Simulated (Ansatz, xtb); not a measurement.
Relative energy of two isomers of C3H3NOS

Structure I is `N#C[C@@]1(S)CO1`, a singlet and structure II is `N#C[C@@H]1O[C@H]1S`, a singlet. Both are isolated molecules in the gas phase, relaxed with B3LYP-D3(BJ)/def2-SVP; the shapes shown needn't be the lowest conformers.

I (Å):

```xyz
9

C     0.7286   -0.1480    0.5043
C     0.2418    1.1431    0.0471
C    -1.0245    1.6871    0.5835
N     1.1374   -1.1743    0.8541
O     0.2333    2.1645    1.0279
S     0.6989    1.5655   -1.6486
H     2.0350    1.5060   -1.4378
H    -1.5978    1.0911    1.3036
H    -1.5993    2.3720   -0.0527
```

II (Å):

```yaml
atoms:
  - { symbol: C, position_ang: [-0.5325, 2.3430, 1.5363] }
  - { symbol: C, position_ang: [0.2970, 1.8954, 0.4318] }
  - { symbol: C, position_ang: [0.0234, 0.6082, -0.2412] }
  - { symbol: N, position_ang: [-1.1835, 2.7017, 2.4247] }
  - { symbol: O, position_ang: [-0.3041, 1.8382, -0.8545] }
  - { symbol: S, position_ang: [1.4246, -0.3423, -0.8446] }
  - { symbol: H, position_ang: [1.3296, 2.2690, 0.4537] }
  - { symbol: H, position_ang: [-0.8404, 0.0179, 0.0885] }
  - { symbol: H, position_ang: [0.7299, -0.9978, -1.8036] }
```

Quicker runs give these differences E(II) − E(I): GFN2-xTB −0.016 eV; HF/STO-3G −0.035 eV (at GFN2-xTB geometries); r2SCAN-D4/def2-SVP −0.035 eV (at GFN2-xTB geometries).

Q: Estimate E(II) − E(I) at the level CCSD(T)/def2-SVP + ΔMP2/def2-TZVPP.

A: CCSD(T)/def2-SVP + ΔMP2/def2-TZVPP gives E(II) − E(I) = −0.043 eV, slightly favouring structure II, which is too small a margin to settle the true order.

How the difference moves with the method:

```json
{"level": "GFN2-xTB", "geometry": "GFN2-xTB", "E(II) − E(I) (eV)": "−0.016", "departure from the last row (eV)": "+0.027", "job, with rough time for the two": "optimisation, 0.19 s"}
{"level": "HF/STO-3G", "geometry": "GFN2-xTB", "E(II) − E(I) (eV)": "−0.035", "departure from the last row (eV)": "+0.008", "job, with rough time for the two": "single point, 0.4 s"}
{"level": "r2SCAN-D4/def2-SVP", "geometry": "GFN2-xTB", "E(II) − E(I) (eV)": "−0.035", "departure from the last row (eV)": "+0.008", "job, with rough time for the two": "single point, 4.5 s"}
{"level": "B3LYP-D3(BJ)/def2-SVP", "geometry": "B3LYP-D3(BJ)/def2-SVP", "E(II) − E(I) (eV)": "−0.027", "departure from the last row (eV)": "+0.016", "job, with rough time for the two": "optimisation, 41 s"}
{"level": "HF/def2-SVP", "geometry": "B3LYP-D3(BJ)/def2-SVP", "E(II) − E(I) (eV)": "−0.067", "departure from the last row (eV)": "−0.024", "job, with rough time for the two": "part of the CCSD(T) run"}
{"level": "MP2/def2-SVP", "geometry": "B3LYP-D3(BJ)/def2-SVP", "E(II) − E(I) (eV)": "+0.009", "departure from the last row (eV)": "+0.052", "job, with rough time for the two": "part of the CCSD(T) run"}
{"level": "CCSD(T)/def2-SVP", "geometry": "B3LYP-D3(BJ)/def2-SVP", "E(II) − E(I) (eV)": "−0.002", "departure from the last row (eV)": "+0.041", "job, with rough time for the two": "single point"}
{"level": "CCSD(T)/def2-SVP + ΔMP2/def2-TZVPP", "geometry": "B3LYP-D3(BJ)/def2-SVP", "E(II) − E(I) (eV)": "−0.043", "departure from the last row (eV)": "", "job, with rough time for the two": "single point, 31 s"}
```

As drawn, both hold the same kinds of bond in the same numbers.

The largest departure from CCSD(T)/def2-SVP + ΔMP2/def2-TZVPP is that of MP2/def2-SVP, 0.052 eV. The last row adds to CCSD(T) the change of the MP2 difference between the two basis sets, here −0.041 eV.

With harmonic frequencies from B3LYP-D3(BJ)/def2-SVP (ideal gas, rigid rotor, one conformer each, 298.15 K, 1 atm): on the last row, ΔE + ΔZPE = −0.039, ΔH = −0.037, ΔG = −0.047 eV.

The correlated steps freeze 10 core orbitals. Programs: Ansatz 0.2.0, xtb 6.7.1; the last row on 2 threads of Arm Neoverse V1 on a shared host.
